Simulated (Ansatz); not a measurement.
α-phase Ga was calculated with rVV10 (PAW; Ansatz, an electronic-structure program).

Run with plane-wave cutoff 520 eV, 14×14×12 k mesh (along the axes of the cell as run), Fermi–Dirac smearing 0.05 eV, scalar-relativistic PAW data made under PBE.

Shape and atoms are relaxed at each volume.

Pressure at four volumes; x = ln(V/21.056 Å³). One pressure is withheld.

| V (Å³/atom) | x | P (GPa) |
|---|---|---|
| 20.214 | -0.0408 | 1.90 |
| 21.056 | 0.0000 | 0.00 |
| 21.478 | 0.0198 | -0.79 |
| 21.899 | 0.0393 | ? |

Problem. Pass a parabola P(x) through the three rows shown, estimate the bulk modulus and its pressure derivative near zero pressure, and predict the withheld pressure.

Solution. Slopes between the rows: (0.00 − (1.90))/(0.0000 − (-0.0408)) = -46.57 and (-0.79 − (0.00))/(0.0198 − (0.0000)) = -39.90 GPa. Their difference over the span 0.0606 is c = 6.67/0.0606 = 110.1 GPa, so P(x) = 1.90 + (-46.57)(x − (-0.0408)) + 110.1 (x − (-0.0408))(x − (0.0000)). At the middle row B = −dP/dx = −[-46.57 + 110.1 × 0.0408] = 42.1 GPa, and B′ = dB/dP = 2c/B = 5.2. At x = 0.0393 the parabola gives -1.48 GPa; the run gives -1.48 GPa. The Birch–Murnaghan fit to the energies at all volumes has B0 = 41.8 GPa and B′ = 5.3.

Note: the bulk modulus comes from volumes at which shape and atoms were relaxed.
